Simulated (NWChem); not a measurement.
# Correlation energy of dichloromethane (CH$_{2}$Cl$_{2}$)

SMILES: ClCCl
```xyz
5

Cl     1.4776     0.0000     0.2145
C      0.0000     0.0000    -0.7559
Cl    -1.4776     0.0000     0.2145
H      0.0000     0.9015    -1.3789
H      0.0000    -0.9015    -1.3789
```
Charge 0, spin multiplicity 1.

Everything below was run with NWChem. Structure: optimised with PBE0/def2-SVP, a minimum by its harmonic frequencies.

Basis set: def2-SVP. Each correlation energy counts from its own Hartree-Fock reference.

The correlated methods keep 11 core orbitals frozen. No row is a measurement; the coupled-cluster row has its own basis-set and correlation limits.

Order these methods by the correlation energy they give, lowest first: SCS-MP2, MP2, CR-CCSD(T), CCSD+T(CCSD), CCSD.

CCSD+T(CCSD) (-458.2 mHa), CR-CCSD(T) (-455.4 mHa), CCSD (-446.9 mHa), MP2 (-411.4 mHa), SCS-MP2 (-403.4 mHa)
